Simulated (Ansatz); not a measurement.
# C₂H₃Si, SMILES [C]#C[SiH3]: a relaxed scan of one distance

Program: Ansatz 0.2.0 through its Python package.

`c2h3si.xyz`
```text
6

C     1.28570   -2.25080    1.22570
C     0.54700   -0.99570    0.54170
Si   -0.31180    0.47500   -0.28270
H    -1.42910    0.07090   -1.00950
H     0.63200    1.13000   -1.25890
H    -0.68170    1.50660    0.73750
```

The script, `c2h3si.py`:
```python
"""One bond of C2H3Si held at set lengths while the rest relaxes."""

from dataclasses import dataclass

import ansatz as az
import numpy as np


@dataclass(frozen=True)
class Settings:
    basis: str = "def2-SVP"
    xc: str = "b3lyp"


cfg = Settings()


def main() -> None:
    molecule = az.Crystal.molecule_from_extxyz("c2h3si.xyz")

    calculation = molecule.calculation().basis(gaussian=cfg.basis).functional(cfg.xc).spin("collinear", total=1)
    symbols = [site.symbol for site in molecule.cartesian_sites]
    pairs = [(0, 1), (1, 2), (2, 3), (2, 4), (2, 5)]
    print("held (A)   E (eV)        ", "  ".join(f"{symbols[i]}{i}-{symbols[j]}{j}" for i, j in pairs))
    for length in [1.38, 1.5, 1.62, 1.8, 2.02]:
        report = calculation.relax(constraints=[az.DistanceConstraint((2, 5), at=length)], force_tolerance=0.02, max_steps=60).run().report
        xyz = np.array(report["positions_ang"])
        print(f"{length:6.2f} {report['free_energy_ev']:14.5f}  ", "  ".join(f"{np.linalg.norm(xyz[i] - xyz[j]):.3f}" for i, j in pairs))


if __name__ == "__main__":
    main()
```

```console
$ python c2h3si.py
held (A)   E (eV)         C0-C1  C1-Si2  Si2-H3  Si2-H4  Si2-H5
DeckWarning: relax.constraints: the input's atoms, or those drawn, lie off the distances that are held; a relaxation that starts there is brought onto them ahead of its first SCF, by positions alone, an atom by 5.86e-2 Å at the most. With the symmetry detection on, the symmetry is detected on the input's atoms as so [...]
  1.38    -9991.63194   1.224  1.845  1.490  1.490  1.380
  1.50    -9991.75480   1.224  1.842  1.489  1.489  1.500
  1.62    -9991.62716   1.224  1.839  1.487  1.487  1.620
  1.80    -9991.18851   1.224  1.835  1.485  1.485  1.800
  2.02    -9990.49461   1.227  1.828  1.483  1.483  2.020
```
(Warnings from the package without file and line, shortened, repeats left out.)

Total energies depend on the basis set; only differences at equal settings carry meaning. The energies are electronic: no zero-point or thermal terms, and the basis set is short of its limit. The species is open-shell (spin multiplicity 2). b3lyp holds the VWN-RPA fit, as in Gaussian; the form of ORCA and Turbomole is b3lyp5. Timing: 2.8 min on 1 thread of Intel(R) Xeon(R) Platinum 8488C (Sapphire Rapids), on a shared host, peak memory 0.23 GiB.

(Lines on the test bed's own set-up are left out of the output.)
